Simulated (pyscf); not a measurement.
Atom transfer: silicon tetrachloride (Cl–Si(Cl)(Cl)–Cl) + H atom (H•) → hydrogen chloride (HCl) + Cl–Si•(Cl)–Cl

Gas phase, doublet surface, charge 0. Bonds broken: Cl1–Si2. Bonds formed: Cl1–H6. Optimised with ωB97X-D3(BJ)/def2-SVP in PySCF.

Transition state (Å):

```xyz
6

Cl    -0.1840    -0.1491     1.4978
Si     0.4494     0.3183    -0.6630
Cl     1.7925     1.8564    -0.6632
Cl    -1.1922     0.8491    -1.7553
Cl     1.3118    -1.3362    -1.4928
H     -0.6008    -0.4566     2.9203
```

One imaginary mode, 814i cm⁻¹; descent along it reached the two sides named.

| bond | change | reactant side (Å) | saddle | product side |
|---|---|---|---|---|
| Cl1–Si2 | breaks | 2.029 | 2.300 | 3.4 |
| Cl1–H6 | forms | 3.6 | 1.514 | 1.286 |

Electronic energies relative to the separated reactants (eV):

```
level                   barrier  reaction energy  reverse barrier
----------------------  -------  ---------------  ---------------
ωB97X-D3(BJ)/def2-TZVP     0.98            +0.32             0.66
PBE/def2-TZVP              0.43            +0.01             0.42
r²SCAN/def2-TZVP           0.53            +0.08             0.44
B3LYP-D3(BJ)/def2-TZVP     0.56            +0.02             0.54
PBE0-D3(BJ)/def2-TZVP      0.67            +0.17             0.49
M06-2X/def2-TZVP           0.86            +0.15             0.71
ωB97M-D3(BJ)/def2-TZVP     0.90            +0.23             0.67
HF/def2-TZVP               1.58            +0.26             1.32
```

With ωB97M-D3(BJ)/def2-TZVP energies and thermal terms (ideal gas, 1 atm, RRHO with modes under 100 cm⁻¹ raised to 100, one conformer, R ln 2 for rigid chiral ones), in eV:

```json
[
 {"T (K)": "298", "ΔH‡": "0.90", "ΔG‡": "1.13", "ΔH": "+0.34", "ΔG": "+0.16"},
 {"T (K)": "600", "ΔH‡": "0.88", "ΔG‡": "1.38", "ΔH": "+0.30", "ΔG": "-0.02"},
 {"T (K)": "900", "ΔH‡": "0.87", "ΔG‡": "1.63", "ΔH": "+0.26", "ΔG": "-0.17"},
 {"T (K)": "1200", "ΔH‡": "0.85", "ΔG‡": "1.88", "ΔH": "+0.22", "ΔG": "-0.30"}
]
```

One saddle was located; it need not be the lowest between these sides. The angle at the transferred Cl is 180°.
